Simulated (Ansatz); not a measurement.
System: BF$_{3}$, net charge -1, doublet state. 
Coordinates optimised at B3LYP-D3(BJ)/def2-TZVP (Ansatz, a quantum-chemistry and plane-wave program):
```xyz
4

B     -0.0920     0.1354     0.3357
F     -1.1049    -0.7459    -0.0790
F      0.0222     1.2123    -0.5598
F      1.1338    -0.5415     0.4523
```
Charge -1, spin multiplicity 2.

Basis-set convergence of Hartree-Fock and CCSD correlation energies (hartree) with Ansatz. Correlated levels leave the core frozen unless marked. UHF or UKS for open shells. No spin-orbit coupling. No relativistic terms. This anion needs diffuse functions, which these sets lack.

```csv
basis,functions,E(HF),"E(corr, CCSD)"
cc-pVDZ,-,-323.14152,-0.64352
cc-pVTZ,120,[?],[?]
```

Question: Fill in the missing entries.

Answer: 
- cc-pVTZ, E(HF): -323.26879
- cc-pVTZ, E(corr, CCSD): -0.85272
